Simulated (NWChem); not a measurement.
# [NO2]− (nitrite), step by step

Wanted: a geometry optimisation (PBE/pcseg-2), then vibrational wavenumbers (PBE/pcseg-2), then magnetic shielding of [NO2]− (nitrite). 

The calculation is run with NWChem 7.3.0.

6 further runs of the same task are left out: 1 that didn't finish, 5 set aside as unsound or not needed.

**1. Starting point**

[NO2]−: 3 atoms, total charge -1, spin state singlet. As SMILES, `O=N[O-]`. Geometry: relaxed at GFN2-xTB. The run starts from this shape.

Bond lengths: O1–N2 1.272 Å, N2–O3 1.272 Å. Angles: O1–N2–O3 117.3°.

**2. A geometry optimisation at PBE/pcseg-2 (trust 0.2) (run 1)**

Contents of no2.xyz:

```xyz
3
nitrite
O      0.332300     1.015250     0.295330
N      0.330220    -0.248730     0.154080
O     -0.662520    -0.766520    -0.449410
```

Contents of no2.nw:

```
start no2
title "nitrite"
memory stack 880 mb heap 220 mb global 1100 mb
charge -1

geometry units angstrom noautoz
load format xyz no2.xyz
end

basis spherical bse
O library pcseg-2
N library pcseg-2
end

dft
xc xpbe96 cpbe96
grid medium
direct
mulliken
noprint "final vectors analysis"
end

driver
maxiter 30
trust 0.2
end

task dft optimize
```

The run is started by

```sh
nwchem no2.nw > no2.out
```

Log:

```text
[...]
 Group name             C2v
[...]
          Wavefunction type:  closed shell.
          No. of atoms     :     3
          No. of electrons :    24
[...]
          Charge           :    -1
          Spin multiplicity:     1
[...]
          AO basis - number of functions:    90
[...]
              XC Information
              --------------
          PerdewBurkeErnzerhof Exchange Functional  1.000
            Perdew 1991 LDA Correlation Functional  1.000 local
           PerdewBurkeErnz. Correlation Functional  1.000 non-local
[...]
 d= 0,ls=0.0,diis     1   -204.7375337292 -2.67D+02  3.01D-02  3.19D+00     0.5
[...]
         Total DFT energy =     -205.046094741691
[...]
  wavefunction    = closed shell
[...]
@    0    -205.04609474  0.0D+00  0.00784  0.00342  0.00000  0.00000      4.7
[...]
         Total DFT energy =     -205.044798164172
[...]
         Total DFT energy =     -205.046208867372
[...]
@    1    -205.04620887 -1.1D-04  0.00066  0.00037  0.00775  0.01488     10.9
[...]
 d= 0,ls=0.0,diis     3   -205.0462096871  2.67D-08  6.62D-06  5.18D-07    11.9
         Total DFT energy =     -205.046209687067
      One electron energy =     -411.397433038426
           Coulomb energy =      168.096404384553
    Exchange-Corr. energy =      -23.989011915981
 Nuclear repulsion energy =       62.243830882787
[...]
      Total Density - Mulliken Population Analysis
     ---------------------------------------------
    Atom       Charge   Shell Charges
 -----------   ------   -------------------------------------------------------
    1 O    8     8.44   2.00  0.64  0.89  0.30  1.97  1.84  0.76  0.00  0.03  0.00
    2 N    7     7.13   2.00  0.64  0.74  0.55  1.46  1.28  0.32  0.02  0.12  0.01
    3 O    8     8.44   2.00  0.64  0.89  0.30  1.97  1.84  0.76  0.00  0.03  0.00
[...]
         Total DFT energy =   -205.046209687067
[...]
                         DFT ENERGY GRADIENTS
    atom               coordinates                        gradient
                 x          y          z           x          y          z
   1 O      -2.040977   0.000000  -0.387959    0.000086   0.000000   0.000028
   2 N       0.000000   0.000000   0.884666    0.000000   0.000000  -0.000057
   3 O       2.040977   0.000000  -0.387959   -0.000086   0.000000   0.000028
[...]
@    2    -205.04620969 -8.2D-07  0.00009  0.00005  0.00065  0.00136     14.1
[...]
      Optimization converged
[...]
@    2    -205.04620969 -8.2D-07  0.00009  0.00005  0.00065  0.00136     14.1
[...]
```

Run time: 16 s. Hardware: 1 thread of INTEL XEON PLATINUM 8581C at 2.30GHz (Emerald Rapids), shared host; peak memory 0.12 GiB.

Step by step:

```
step  energy from the first frame kept (eV)
   0                                 0.0000
   1                                -0.0031
   2                                -0.0031
```

After the run. Bond lengths: O1–N2 1.273 Å, N2–O3 1.273 Å. Angles: O1–N2–O3 116.1°.

**3. The harmonic vibrations at PBE/pcseg-2 (run 2)**

Contents of no22.nw:

```
restart no2
memory total 2200 mb
charge -1

dft
   xc xpbe96 cpbe96
   grid medium
   direct
   mulliken
   noprint "final vectors analysis"
end

task dft frequencies
```

The run is started by

```sh
nwchem no22.nw > no22.out
```

Log:

```text
[...]
          Wavefunction type:  closed shell.
          No. of atoms     :     3
          No. of electrons :    24
[...]
          Charge           :    -1
          Spin multiplicity:     1
[...]
          AO basis - number of functions:    90
[...]
              XC Information
              --------------
          PerdewBurkeErnzerhof Exchange Functional  1.000
            Perdew 1991 LDA Correlation Functional  1.000 local
           PerdewBurkeErnz. Correlation Functional  1.000 non-local
[...]
 d= 0,ls=0.0,diis     1   -205.0462103773 -2.67D+02  4.19D-06  7.49D-08     0.8
[...]
 d= 0,ls=0.0,diis     2   -205.0462103367  4.06D-08  3.04D-06  5.41D-07     1.5
         Total DFT energy =     -205.046210336716
      One electron energy =     -411.399883939997
           Coulomb energy =      168.099144201609
    Exchange-Corr. energy =      -23.989301481116
 Nuclear repulsion energy =       62.243830882787
[...]
      Total Density - Mulliken Population Analysis
     ---------------------------------------------
    Atom       Charge   Shell Charges
 -----------   ------   -------------------------------------------------------
    1 O    8     8.44   2.00  0.64  0.89  0.30  1.97  1.84  0.76  0.00  0.03  0.00
    2 N    7     7.13   2.00  0.64  0.74  0.55  1.46  1.28  0.32  0.02  0.12  0.01
    3 O    8     8.44   2.00  0.64  0.89  0.30  1.97  1.84  0.76  0.00  0.03  0.00
[...]
 Zero-Point correction to Energy  =    4.679 kcal/mol  (  0.007456 au)
 Thermal correction to Energy     =    6.527 kcal/mol  (  0.010402 au)
 Thermal correction to Enthalpy   =    7.119 kcal/mol  (  0.011345 au)
 Total Entropy                    =   56.675 cal/mol-K
   - Translational                =   37.386 cal/mol-K (mol. weight =  45.9929)
   - Rotational                   =   18.991 cal/mol-K (symmetry #  =        2)
   - Vibrational                  =    0.298 cal/mol-K
 Cv (constant volume heat capacity) =    7.005 cal/mol-K
   - Translational                  =    2.979 cal/mol-K
   - Rotational                     =    2.979 cal/mol-K
   - Vibrational                    =    1.046 cal/mol-K
[...]
 Normal Eigenvalue ||           Projected Infra Red Intensities
  Mode   [cm**-1]  || [atomic units] [(debye/angs)**2] [(KM/mol)] [arbitrary]
 ------ ---------- || -------------- ----------------- ---------- -----------
    1       -0.000 ||    0.012928           0.298        12.603       1.757
    2       -0.000 ||    0.010126           0.234         9.872       1.376
    3        0.000 ||    0.009241           0.213         9.009       1.256
    4        0.000 ||    0.003813           0.088         3.717       0.518
    5        0.000 ||    0.009241           0.213         9.009       1.256
    6        0.000 ||    0.020489           0.473        19.973       2.784
    7      772.566 ||    0.004113           0.095         4.010       0.559
    8     1217.453 ||    0.577974          13.334       563.437      78.544
    9     1284.454 ||    0.014352           0.331        13.991       1.950
 ----------------------------------------------------------------------------
[...]
```

Run time: 43 s. Hardware: 1 thread of INTEL XEON PLATINUM 8581C at 2.30GHz (Emerald Rapids), shared host; peak memory 0.19 GiB.

**4. NMR shieldings at PBE/pcseg-2 (run 3)**

Contents of no2.nw:

```
start no2
title "NO2 nmr"
memory stack 880 mb heap 220 mb global 1100 mb
charge -1

geometry units angstroms noautoz
  O     -1.080039     0.000000    -0.205299
  N      0.000000     0.000000     0.468145
  O      1.080039     0.000000    -0.205299
end

basis spherical bse
  * library pcseg-2
end

dft
  xc xpbe96 cpbe96
  grid medium
  direct
  mulliken
  print medium
end

property
  shielding
end

task dft property
```

The run is started by

```sh
nwchem no2.nw > no2.out
```

Log:

```text
[...]
 Group name             C2v
[...]
          Wavefunction type:  closed shell.
          No. of atoms     :     3
          No. of electrons :    24
[...]
          Charge           :    -1
          Spin multiplicity:     1
[...]
          AO basis - number of functions:    90
[...]
              XC Information
              --------------
          PerdewBurkeErnzerhof Exchange Functional  1.000
            Perdew 1991 LDA Correlation Functional  1.000 local
           PerdewBurkeErnz. Correlation Functional  1.000 non-local
[...]
 d= 0,ls=0.0,diis     1   -204.7373368379 -2.67D+02  2.96D-02  3.19D+00     0.9
[...]
 d= 0,ls=0.0,diis    10   -205.0462104309 -6.13D-10  3.96D-07  1.05D-09     7.2
         Total DFT energy =     -205.046210430913
      One electron energy =     -411.399113085715
           Coulomb energy =      168.098247721799
    Exchange-Corr. energy =      -23.989167990290
 Nuclear repulsion energy =       62.243822923293
[...]
      Total Density - Mulliken Population Analysis
     ---------------------------------------------
    Atom       Charge   Shell Charges
 -----------   ------   -------------------------------------------------------
    1 O    8     8.44   2.00  0.64  0.89  0.30  1.97  1.84  0.76  0.00  0.03  0.00
    2 N    7     7.13   2.00  0.64  0.74  0.55  1.46  1.28  0.32  0.02  0.12  0.01
    3 O    8     8.44   2.00  0.64  0.89  0.30  1.97  1.84  0.76  0.00  0.03  0.00
[...]
           isotropic =    -468.8349
[...]
           isotropic =    -407.8653
[...]
           isotropic =    -468.8399
[...]
```

It took 21 s on 1 thread of INTEL XEON PLATINUM 8581C at 2.30GHz (Emerald Rapids), shared host; peak memory 0.12 GiB.

**5. What came out**

| quantity | value |
| --- | --- |
| run 1, PBE/pcseg-2: total energy at the end | -205.04621 Eh |
| run 2, PBE/pcseg-2: lowest harmonic wavenumber | 773 cm⁻¹ |
| run 2, PBE/pcseg-2: highest harmonic wavenumber | 1284 cm⁻¹ |
| run 2, PBE/pcseg-2: zero-point energy | 19.6 kJ/mol |
| run 2, PBE/pcseg-2: ideal-gas entropy at 298.15 K (symmetry number 2 as used) | 56.7 cal/(mol K) |
| run 3, PBE/pcseg-2: HOMO energy | 1.66 eV |
| run 3, PBE/pcseg-2: LUMO energy | 4.45 eV |
| run 3, PBE/pcseg-2: HOMO–LUMO gap (to an unbound level, set by the basis) | 2.79 eV |
| run 3, PBE/pcseg-2: isotropic shielding of O1 | -468.8 ppm |
| run 3, PBE/pcseg-2: isotropic shielding of N2 | -407.9 ppm |

In words: The optimisation (run 1, PBE/pcseg-2) took 3 steps and changed the energy by -0.003 eV. Mulliken charges (run 1, PBE/pcseg-2) run from -0.44 on O1 to -0.13 on N2. All 3 modes (run 2, PBE/pcseg-2) are real, so the shape is a minimum at this level. Mulliken charges (run 2, PBE/pcseg-2) run from -0.44 on O1 to -0.13 on N2. The HOMO (run 3, PBE/pcseg-2) lies at positive energy, 1.66 eV, as semi-local functionals often give for anions; only total energies tell whether the electron is bound.
